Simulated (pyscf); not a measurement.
A first-order saddle from PySCF, ωB97X-D3(BJ)/def2-SVP:

```xyz
10

P     -1.8112    -1.8962     0.6903
H     -0.4003    -0.3575     0.8390
H     -1.1743    -2.9734     0.0047
H     -2.6697    -1.5537    -0.3995
O      0.1505     0.0337     0.0107
Si    -0.2841     1.6422    -0.5279
H     -0.4048    -0.7868    -0.4238
H      0.3274     1.7832    -1.8684
H      0.3054     2.5654     0.4676
H     -1.7624     1.7348    -0.5730
```
Charge 0, spin multiplicity 1.

Surface: singlet, charge 0. Lowest wavenumbers (cm⁻¹): 1429i, 67, 82, 132, 329.

Q: Which two sides does it connect, and which bonds change?

A: PH₃ + silanol (HO–SiH₃) ⇌ PH₃ + silanol (HO–SiH₃), a four-centre exchange read from left to right: H–P, H–O broken and H–P, H–O formed. At CCSD(T)/def2-TZVPP + ΔMP2(QZVPP) it lies +59.9 kcal/mol from the left side and +59.9 kcal/mol from the right (each side as separated species at their lowest minima found). The same reactants have a lower exit, to H₃Si–PH₂ + H₂O (barrier +49.5 kcal/mol at ωB97M-D3(BJ)/def2-TZVP, against +58.6 kcal/mol here). This is the saddle that the search found; another between the same sides may lie lower. The CCSD(T) − MP2 part came from Ansatz, without density fitting, on the same reference.
